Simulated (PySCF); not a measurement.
**Electric field gradients and quadrupole coupling constants**

Species: 2,2,2-trifluoroethanol, C2H3F3O.
Geometry (PBE0-D3(BJ)/def2-TZVP, Å), atoms numbered from 1 in this order:
```xyz
9
C2H3F3O angstrom
O     -1.3975   -0.7427    0.3051
C     -0.3984    0.1996    0.5474
C      0.8069   -0.0003   -0.3481
F      0.4523    0.0663   -1.6438
F      1.7180    0.9535   -0.1284
F      1.3949   -1.1806   -0.1601
H     -1.7104   -0.6368   -0.5980
H     -0.0698    0.0793    1.5805
H     -0.7366    1.2338    0.4077
```

Field gradients from the PBE0/pcSseg-2 density (PySCF, non-relativistic), principal values in atomic units, ordered |Vxx| ≤ |Vyy| ≤ |Vzz|:

```json
{"atom": "O1", "Vxx": "0.0728", "Vyy": "1.8247", "Vzz": "-1.8975"}
```

Find the asymmetry η = (Vxx − Vyy)/Vzz and the couplings χ = eQV/h (234.96 MHz × Q in barn × V in au), with Q(17O) = −0.0256 b.

```tsv
atom	environment	nucleus	η	χzz (MHz)	χxx (MHz)	χyy (MHz)
O1	alcohol oxygen	17O	0.92	11.41	-0.44	-10.98
```

At O1 η is above 0.9: Vyy and Vzz are nearly equal in size and opposite in sign, so a small change could swap them and flip the sign of χzz. 

What is Vzz at O1 in SI units (1 au = 9.71736 × 10²¹ V/m²)?

-1.8975 au = -18.439 × 10²¹ V/m².

And the gradient at the other heavy atoms, for which no coupling is worked out here?

| atom | environment | Vzz (au) | η |
| --- | --- | --- | --- |
| C2 | carbinol carbon (C–OH) | 0.317 | 0.57 |
| C3 | CF3 carbon | -0.480 | 0.05 |
| F4 | fluorine of a CF3 group | 2.787 | 0.03 |
| F5 | fluorine of a CF3 group | 2.817 | 0.03 |
| F6 | fluorine of a CF3 group | 2.844 | 0.04 |

What couplings would deuterons (Q(2H) = 0.00286 b) have in place of the hydrogens, at this geometry?

| atom | bonded to | bond length (Å) | Vzz (au) | η | χzz (kHz) |
| --- | --- | --- | --- | --- | --- |
| H7 | O1 | 0.962 | 0.4518 | 0.14 | 304 |
| H8 | C2 | 1.091 | 0.2737 | 0.06 | 184 |
| H9 | C2 | 1.097 | 0.2649 | 0.06 | 178 |

The structure is a single PBE0-D3(BJ)/def2-TZVP conformer in the gas phase; no vibrational or solvent corrections.
